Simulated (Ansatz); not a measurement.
Input file:

```yaml
crystal:
  periodic: [false, false, false]
  atoms:
    - {symbol: Ge, position_ang: [0.000000, 0.000000, 0.000000]}
    - {symbol: N, position_ang: [0.000000, 0.000000, 4.241000]}
basis:
  gaussian: {orbitals: 6-31G}
total_charge: 1
correlation: {method: sc_nevpt2, electrons: outside_noble_gas, active_space: {window: {electrons: 8, orbitals: 8}, shells: [{species: Ge, l: s, shell: 4}, {species: Ge, l: p, shell: 4}, {species: "N", l: s, shell: 2}, {species: "N", l: p, shell: 2}]}}
```

```sh
$ ansatz run in.yaml --threads 1 --pin off --events-out ev --progress --plain --max-ram 2393MiB
```

Log:

```
594 factors; integrals over basis functions are off by at most 8.8e-8 eV
mean field evaluation 1: about -57918.2229 eV, gradient 3.9e1 eV
mean field evaluation 2: about -57918.2707 eV, gradient 3.8e1 eV
mean field evaluation 4: about -57919.7561 eV, gradient 3.1e1 eV
mean field evaluation 8: about -57921.2686 eV, gradient 2.1e1 eV
mean field evaluation 16: about -57927.6330 eV, gradient 2.7e-3 eV
mean field evaluation 32: about -57926.2279 eV, gradient 5.8e-6 eV
mean field evaluation 64: about -57926.2309 eV, gradient 5.6e-1 eV
mean field evaluation 96: about -57926.9427 eV, gradient 6.9e0 eV
mean field evaluation 128: about -57926.1413 eV, gradient 1.0e1 eV
mean field evaluation 160: about -57927.5216 eV, gradient 3.7e0 eV
mean field -57927.63304834 eV, -2128.8012497664 hartree, gradient 2.2e-6 eV, S^2 0.000000; 16 other end points of the search recorded, 0 dependent functions left out; unrestricted orbitals would lower it
reference -57927.63304834 eV, -2128.8012497664 hartree; 19, 19 occupied and 19, 19 virtual orbitals, 594 factors
state -57933.60968470 eV, -2129.0208871018 hartree
state -57933.60968470 eV, -2129.0208871018 hartree; corrected -57934.44792814 eV, -2129.0516919799 hartree
Total energy: -57934.44792814 eV, -2129.0516919799 hartree
Checks for a lower state left out: starts, orbital_swaps
```

Natural occupations: 1.9999 1.9377 1.0149 1.0000 1.0000 0.9851 0.0312 0.0312.

Ran on 1 thread of Arm Neoverse V1, shared host: 4.2 s wall, 0.24 GiB peak host memory.
